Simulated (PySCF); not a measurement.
Species: C2H6OP2.
Numbering: `[H]/[P:5]=[P:4]\[CH2:3][O:2][CH3:1]` (hydrogens: H6, H7, H8 on C1; H9, H10 on C3; H11 on P5)

The same species was optimised twice, with GFN2-xTB and with PBE0-D3(BJ)/def2-SVP (PySCF), and the same property calculations (PySCF, gas phase) were run on both structures.

```csv
coordinate,GFN2-xTB,PBE0-D3(BJ)/def2-SVP,change
P5–H11 (Å),1.403,1.438,+0.035
O2–C3 (Å),1.396,1.383,-0.013
C1–H7 (Å),1.096,1.107,+0.011
C3–H9 (Å),1.098,1.109,+0.011
C1–H6 (Å),1.088,1.098,+0.010
C3–H10 (Å),1.095,1.104,+0.009
C1–H8 (Å),1.099,1.106,+0.007
C1–O2 (Å),1.407,1.401,-0.006
P4=P5 (Å),2.024,2.024,0.000
C3–P4 (Å),1.901,1.901,0.000
O2–C3–P4 (°),115.8,119.1,+3.3
P4–C3–H10 (°),107.0,104.7,-2.3
P4–C3–H9 (°),107.2,105.4,-1.8
H9–C3–H10 (°),108.4,106.8,-1.6
C3–P4–P5 (°),104.5,105.9,+1.4
O2–C3–H10 (°),107.0,108.2,+1.2
H6–C1–H7 (°),109.8,108.8,-1.0
O2–C1–H8 (°),111.2,112.1,+0.9
C1–O2–C3–P4 (°),-76,-81,-5
O2–C3–P4–P5 (°),-27,-17,+10
```

Rotational constants: A = 4836, B = 2153, C = 1716 MHz (GFN2-xTB) against A = 4850, B = 2110, C = 1649 MHz (PBE0-D3(BJ)/def2-SVP). Point groups within 0.08 Å: C1 and C1.

On the GFN2-xTB structure: lowest singlet, TDDFT (eV) 3.24 [PBE0/def2-SVPD]; lowest triplet, Tamm–Dancoff (eV) 2.10 [PBE0/def2-SVPD]; isotropic polarisability (au) 82.0 [PBE0/def2-SVPD]; HOMO (eV) -7.23 [PBE0/def2-SVPD]; LUMO (eV) -2.65 [PBE0/def2-SVPD]; dipole (D) 2.04 [PBE0/def2-SVPD]; HOMO (eV) -7.27 [PBE0/pcSseg-1]; LUMO (eV) -2.74 [PBE0/pcSseg-1]; dipole (D) 2.33 [PBE0/pcSseg-1]; GIAO shielding of C1 (ppm) 128.4 [PBE0/pcSseg-1]; GIAO shielding of O2 (ppm) 320.3 [PBE0/pcSseg-1]; GIAO shielding of C3 (ppm) 102.6 [PBE0/pcSseg-1]; GIAO shielding of P4 (ppm) -362.2 [PBE0/pcSseg-1]; GIAO shielding of P5 (ppm) -146.7 [PBE0/pcSseg-1]; C1s of C1 (eV) 292.41 [delta-SCF UKS SCAN, pcX-2 on the ionised atom, pcseg-1 elsewhere, spin-free X2C]; O1s of O2 (eV) 538.71 [delta-SCF UKS SCAN, pcX-2 on the ionised atom, pcseg-1 elsewhere, spin-free X2C]; C1s of C3 (eV) 292.07 [delta-SCF UKS SCAN, pcX-2 on the ionised atom, pcseg-1 elsewhere, spin-free X2C]; P1s of P4 (eV) 2149.68 [delta-SCF UKS SCAN, pcX-2 on the ionised atom, pcseg-1 elsewhere, spin-free X2C]; P2p of P4 (eV) 136.48 [delta-SCF UKS SCAN, pcX-2 on the ionised atom, pcseg-1 elsewhere, spin-free X2C]; P1s of P5 (eV) 2149.53 [delta-SCF UKS SCAN, pcX-2 on the ionised atom, pcseg-1 elsewhere, spin-free X2C]; P2p of P5 (eV) 136.32 [delta-SCF UKS SCAN, pcX-2 on the ionised atom, pcseg-1 elsewhere, spin-free X2C].

Question: What do these properties become on the PBE0-D3(BJ)/def2-SVP structure?

Answer: 
```
                                    property                                                                            level  on GFN2-xTB  on PBE0-D3(BJ)/def2-SVP  change
                  lowest singlet, TDDFT (eV)                                                                   PBE0/def2-SVPD         3.24                     3.35   +0.11
           lowest triplet, Tamm–Dancoff (eV)                                                                   PBE0/def2-SVPD         2.10                     2.16   +0.06
               isotropic polarisability (au)                                                                   PBE0/def2-SVPD         82.0                     82.9    +0.9
                                   HOMO (eV)                                                                   PBE0/def2-SVPD        -7.23                    -7.23    0.00
                                   LUMO (eV)                                                                   PBE0/def2-SVPD        -2.65                    -2.57   +0.08
                                  dipole (D)                                                                   PBE0/def2-SVPD         2.04                     2.15   +0.11
energy, GFN2-xTB geometry as zero (kcal/mol)                                                                   PBE0/def2-SVPD          0.0                     -1.1    -1.1
                                   HOMO (eV)                                                                    PBE0/pcSseg-1        -7.27                    -7.28   -0.01
                                   LUMO (eV)                                                                    PBE0/pcSseg-1        -2.74                    -2.67   +0.07
                                  dipole (D)                                                                    PBE0/pcSseg-1         2.33                     2.46   +0.13
energy, GFN2-xTB geometry as zero (kcal/mol)                                                                    PBE0/pcSseg-1          0.0                     -0.8    -0.8
                  GIAO shielding of C1 (ppm)                                                                    PBE0/pcSseg-1        128.4                    127.4    -1.0
                  GIAO shielding of O2 (ppm)                                                                    PBE0/pcSseg-1        320.3                    329.7    +9.4
                  GIAO shielding of C3 (ppm)                                                                    PBE0/pcSseg-1        102.6                    100.1    -2.5
                  GIAO shielding of P4 (ppm)                                                                    PBE0/pcSseg-1       -362.2                   -338.7   +23.5
                  GIAO shielding of P5 (ppm)                                                                    PBE0/pcSseg-1       -146.7                   -117.3   +29.4
                              C1s of C1 (eV)  delta-SCF UKS SCAN, pcX-2 on the ionised atom, pcseg-1 elsewhere, spin-free X2C       292.41                   292.52   +0.11
                              O1s of O2 (eV)  delta-SCF UKS SCAN, pcX-2 on the ionised atom, pcseg-1 elsewhere, spin-free X2C       538.71                   538.84   +0.13
                              C1s of C3 (eV)  delta-SCF UKS SCAN, pcX-2 on the ionised atom, pcseg-1 elsewhere, spin-free X2C       292.07                   292.15   +0.08
                              P1s of P4 (eV)  delta-SCF UKS SCAN, pcX-2 on the ionised atom, pcseg-1 elsewhere, spin-free X2C      2149.68                  2149.68    0.00
                              P2p of P4 (eV)  delta-SCF UKS SCAN, pcX-2 on the ionised atom, pcseg-1 elsewhere, spin-free X2C       136.48                   136.47   -0.01
                              P1s of P5 (eV)  delta-SCF UKS SCAN, pcX-2 on the ionised atom, pcseg-1 elsewhere, spin-free X2C      2149.53                  2149.56   +0.03
                              P2p of P5 (eV)  delta-SCF UKS SCAN, pcX-2 on the ionised atom, pcseg-1 elsewhere, spin-free X2C       136.32                   136.34   +0.02
```

The heavy atoms differ by 0.070 Å rms after alignment. Among all bonds P5–H11 changes most (+0.035 Å). Changes are differences of the printed values. Neither structure is proved a minimum here.

The values belong to the conformer `[H]/[P:5]=[P:4]\[CH2:3][O:2][CH3:1]`: C1–O2–C3–P4 -81°, O2–C3–P4–P5 -17°.
